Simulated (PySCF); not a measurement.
Calculation: PBE-D3(BJ)/def2-TZVP // PBE-D3(BJ)/def2-SVP (PySCF). Gas-phase values, no solvent. One relaxed conformer stands for a flexible species; it need not be the lowest. Delta-SCF ions had no search for a lower state. Excitations are Tamm–Dancoff values on a coarser integration grid. The basis has no diffuse functions, so Rydberg states are missing or too high.

Reference species (SMILES): `CCC(CC)(CC)CC` (neutral, multiplicity 1).

```yaml
HOMO: -6.95 eV
vertical ionisation energy (Delta-SCF): 9.37 eV
S1 oscillator strength: 0.002
S1–T1 gap (TDA): 0.09 eV
```

Changed species: `CCC` (3 of 4 C2H5 replaced by H; the reference has 0 of 4 C2H5 replaced by H).

Predict the effect on the HOMO, vertical ionisation energy (Delta-SCF), S1 oscillator strength and S1–T1 gap (TDA).

the HOMO drops by 0.71 eV, to -7.66 eV; the vertical ionisation energy (Delta-SCF) increases by 1.61 eV, to 10.98 eV; the S1 oscillator strength hardly moves; the S1–T1 gap (TDA) rises by 0.16 eV, to 0.25 eV.
